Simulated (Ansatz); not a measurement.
hcp Os was calculated with PBEsol (plane waves, PAW; Ansatz, an electronic-structure program).

Numerical settings: plane-wave cutoff 500 eV, 5×5×5 k mesh, Fermi–Dirac smearing 0.1 eV, cell of 36 sites, scalar-relativistic PAW data made under PBE.

Question: Predict the vacancy formation energy and vacancy formation energy before relaxation.

Answer: 
- vacancy formation energy = 3.40 eV
- vacancy formation energy before relaxation = 3.44 eV

Note: energies are extrapolated to zero smearing, and mesh and cell size move such values by some hundredths of an eV or more.

Spin–orbit coupling is not included.

Static lattice: no zero-point or thermal effects.

It cost around 11 core-minutes (rough) of CPU time.
